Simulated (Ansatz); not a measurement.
2H-SiC, relaxed in Ansatz (plane waves) with several semilocal functionals. Each gives its own volume and its own bulk modulus:

```tsv
level	V0 (Å³/atom)	bulk modulus (GPa)	ln V0	ln B0
LDA	10.145	230.6	2.3170	5.4407
PBEsol	10.340	222.6	2.3360	5.4054
PBE	10.503	213.5	2.3517	5.3636
```

Fit a straight line to ln B0 against ln V0. What does it predict for r²SCAN, whose volume is 10.337 Å³/atom?

With x = ln V0 and y = ln B0: means 2.33490 and 5.40323; Σ(Δx Δy) = -0.001334, Σ(Δx²) = 0.0006039, so the slope is -2.21. At x = 2.3357 the line gives y = 5.40323 + (-2.21) × (2.3357 − 2.33490) = 5.4015, or 221.7 GPa. The run with r²SCAN gives 227.8 GPa, +2.8 % from the line. The rows used scatter about it by up to 0.5 %, while the largest value lies 8 % above the smallest. For comparison, PBE's own equation of state has B′ = 3.9, the slope −d ln B/d ln V at a fixed functional; the two needn't agree, since functionals also differ at one volume.

Ansatz's density-functional and Hartree–Fock values are scalar-relativistic unless marked +SOC, with PAW data made under PBE.

Ansatz is an electronic-structure program.
